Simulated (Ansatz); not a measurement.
Rock-salt MgO, treated with PBE in Ansatz (plane waves, PAW).

The same calculation (at the measured cell, 9.307 Å³/atom) with different numerical settings:

```tsv
run	k mesh	gap on the mesh (eV)	total energy (eV/atom)	rough time
1	4×4×4	4.771	-1247.0608	under 3 core-s
2	6×6×6	4.778	-1247.0669	under 3 core-s
3	8×8×8	4.779	-1247.0671	under 3 core-s
4	12×12×12	4.779	-1247.0671	under 3 core-s
5	16×16×16	4.779	-1247.0671	under 3 core-s
6	20×20×20	4.779	-1247.0671	under 3 core-s
```

In the column total energy (eV/atom) the first row differs from the last by +0.0063 and the next to last by 0.0000.

The last row is no converged limit: other settings stay fixed.

Ansatz is a quantum-chemistry and plane-wave program.
